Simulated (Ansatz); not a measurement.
Relaxation of CHOSi (4 atoms, charge 1, multiplicity 1), to a largest force component of 0.02 eV/Å in at most 50 steps.

All numbers below come from UKS PBE0-D4/def2-SVP in Ansatz 0.2.0.

```xyz
4
Properties=species:S:1:pos:R:3:forces:R:3
O -0.605 0.012 1.812 -0.17 -0.27 0.11
C -0.286 -0.073 0.741 -0.42 -0.24 0.90
Si 0.580 0.603 -0.834 0.89 1.24 -0.81
H 0.312 -0.542 -1.719 -0.30 -0.73 -0.19
```

Where does it end, and by what steps?

The run converged. Limits of this set-up: the dipole of an ion depends on the origin. After 8 steps the energy has fallen by 0.225 eV; H4 moved furthest, 0.23 Å.

| step | energy less start (eV) | largest force component (eV/Å) | accepted |
| --- | --- | --- | --- |
| 0 | 0.0000 | 1.236 | yes |
| 1 | -0.1179 | 1.339 | yes |
| 2 | -0.1927 | 1.052 | yes |
| 3 | -0.1088 | 5.378 | no |
| 4 | -0.2135 | 0.166 | yes |
| 5 | -0.2215 | 0.273 | yes |
| 6 | -0.2243 | 0.099 | yes |
| 7 | -0.2254 | 0.044 | yes |
| 8 | -0.2254 | 0.003 | yes |

```xyz
4
Properties=species:S:1:pos:R:3
O -0.677 -0.171 1.756
C -0.227 0.057 0.758
Si 0.693 0.727 -0.987
H 0.211 -0.613 -1.527
```

Run time: 20 s on 1 thread of Arm Neoverse V1, on a shared host, peak memory 0.13 GiB.
